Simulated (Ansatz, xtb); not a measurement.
# Isomers of O2P2 in order of energy

4 gas-phase structures of O2P2, found in a search over its isomers (lower ones may exist). Each was relaxed with GFN2-xTB:

A. `O1P2OP12`, a singlet
B. a singlet given by its coordinates
C. `O1P=[O+][P-]1`, a singlet
D. `O=PP=O`, a singlet

B (Å):

```tsv
atom	x (Å)	y (Å)	z (Å)
O	3.3793	0.2331	1.6679
O	0.6220	0.2294	2.0797
P	2.4073	-0.7477	2.1200
P	0.6313	-0.4735	0.7315
```

Close contacts (Å): O1–P3 1.45, O2–P3 2.04, O2–P4 1.52, P3–P4 2.27.

Q: Make a reasoned guess at their ranking by r2SCAN-D4/def2-SVP single-point energy.

A: Calculated order at r2SCAN-D4/def2-SVP: C (0.0), A (45.8), B (96.3), D (112.6) kJ/mol.

Energies above the lowest of each column, in kJ/mol; the last columns are at PBE0-D4/def2-TZVP geometries and were run for some of them only (a dash: not run or not comparable):

```
structure  GFN2-xTB  HF/STO-3G  r2SCAN-D4/def2-SVP  PBE0-D4/def2-TZVP  CCSD(T)/def2-TZVPP
        C       0.0        0.0                 0.0                0.0                 0.0
        A      56.7       45.3                45.8               21.0                44.4
        B      74.7      335.4                96.3                  –                   –
        D      81.1      243.5               112.6                  –                   –
```

Every level run on C puts it lowest or level with the lowest. Flexible structures stand in one conformer each, not always the lowest. Frequencies (PBE0-D4/def2-TZVP) were run for A, C alone. Large T1 diagnostics make some coupled-cluster values less sure.

Over these structures GFN2-xTB departs from r2SCAN-D4/def2-SVP by 16.0 kJ/mol on average once a common shift is removed. A GFN2-xTB relaxation took about 1.5 s and the r2SCAN-D4/def2-SVP energy about 3.6 s on a shared host (Ansatz 0.2.0, xtb 6.7.1).
